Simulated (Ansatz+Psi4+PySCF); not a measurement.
A calculation with PySCF 2.14.0.

```python
from pyscf import gto, scf, mp

mol = gto.M(atom="""
O 0.119260 0.000000 0.000000
H -0.507830 0.802640 0.000000
H -0.477050 -0.763240 0.000000
""", basis='cc-pvtz', charge=1, spin=1)
mf = scf.UHF(mol)
mf.kernel()
pt = mp.MP2(mf, frozen=1).run()
print(mf.e_tot, pt.e_corr, pt.e_tot)
```

The script is written out from the run's settings.

Results

```
Converged                       : yes
Reference energy                : -75.65613 hartree
Correlation energy              : -0.19880 hartree
Total energy                    : -75.85493 hartree
Spin squared of the determinant : 0.758
```

Messages of the program:
```
WARN: HOMO -0.46921679873123 >= LUMO -0.46921679873123
WARN: HOMO -0.46921679873123 >= LUMO -0.46921679873123
```
